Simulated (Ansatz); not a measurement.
Working through a ranking of conformers of C4H9N, SMILES C=CCNC

Program: the Ansatz DFT code, driven from Python.

Notebook, run cell by cell (the value of a cell's last expression is shown):

```python
import ansatz as az
from rdkit import Chem
from rdkit.Chem import AllChem
```

```python
rd = Chem.AddHs(Chem.MolFromSmiles("C=CCNC"))
ids = list(AllChem.EmbedMultipleConfs(rd, numConfs=20, randomSeed=623, pruneRmsThresh=0.4))
field = [energy for _, energy in AllChem.MMFFOptimizeMoleculeConfs(rd)]
distinct = {round(e, 2): i for i, e in zip(ids, field)}
chosen = sorted(distinct.items())[:4]
found = []
for force_field, index in chosen:
    system = az.Crystal.molecule()
    for atom, xyz in zip(rd.GetAtoms(), rd.GetConformer(index).GetPositions()):
        system = system.atom(atom.GetSymbol(), xyz.round(5).tolist())
    calculation = system.calculation().basis(gaussian="6-31G*").functional("pbe").scf(lower_state_search="standard")
    found.append(calculation.run(threads=1, backend="cpu").report["free_energy_ev"])
print("conformer   MMFF (kcal/mol)   this level (kJ/mol)")
for (force_field, index), e in zip(chosen, found):
    print(f"{index:9d} {force_field - chosen[0][0]:17.2f} {96.485332 * (e - min(found)):17.3f}")
```

    conformer   MMFF (kcal/mol)   this level (kJ/mol)
            2              0.00             0.786
            6              0.57             0.000
            5              0.60             7.826
            7              1.30             3.558

Notes:
- These settings explore the input space; basis and method may be short of convergence.
- The conformers keep their force-field geometries.
- The whole script took 12 s on 1 thread of Arm Neoverse V1, with other jobs on the host, peak memory 0.25 GiB.
